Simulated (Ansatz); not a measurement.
Total energies of C3H3FO (`OC1=C(F)C1`).

Z-matrix (Å, degrees):
```
C
C 1 1.484
C 1 1.509 2 50.7
H 1 1.095 2 120.3 3 -104.7
H 1 1.095 2 120.3 3 104.7
F 2 1.315 1 143.5 3 -180.0
O 3 1.328 1 139.4 2 180.0
H 7 0.964 3 109.2 1 -179.9
```

The species carries charge 0 and has multiplicity 1. Geometry: relaxed with PBE0-D4/def2-TZVP. It is one conformer, not always the lowest. Basis def2-TZVPP, the Gaussian-basis code of Ansatz.

RPA on PBE orbitals: Hartree–Fock energy of these orbitals -289.58684 Eh, correlation -1.47496 Eh (frozen core).

```csv
functional,energy without D4 (Eh),D4 term (kJ/mol)
LDA (SPW92),-288.96515,–
PBE,-290.87728,-11.8
revPBE,-291.10921,-42.0
BLYP,-291.12872,-26.8
r2SCAN,-291.04381,-2.9
B97M-V,-291.13511,–
PBE0,-290.87997,-9.8
B3LYP,-291.19184,-18.9
r2SCANh,-291.02716,-3.0
r2SCAN0,-291.00344,-3.3
HSE06 (plane-wave form),-290.86627,-9.0
BHLYP,-291.03844,-12.9
CAM-B3LYP,-291.07909,-9.7
LC-ωPBE,-291.01237,–
ωB97X-V,-291.09641,–
ωB97M-V,-291.09885,–
B2PLYP,-290.98495,–
PBE-QIDH,-290.83189,–
```

B3LYP takes the VWN-RPA correlation (the form of Gaussian; ORCA's B3LYP/G). HSE06 is the plane-wave form, built on full-range PBE exchange. The double hybrids freeze the cores in their second-order part.

LC-ωPBE has ω = 0.4 bohr⁻¹.
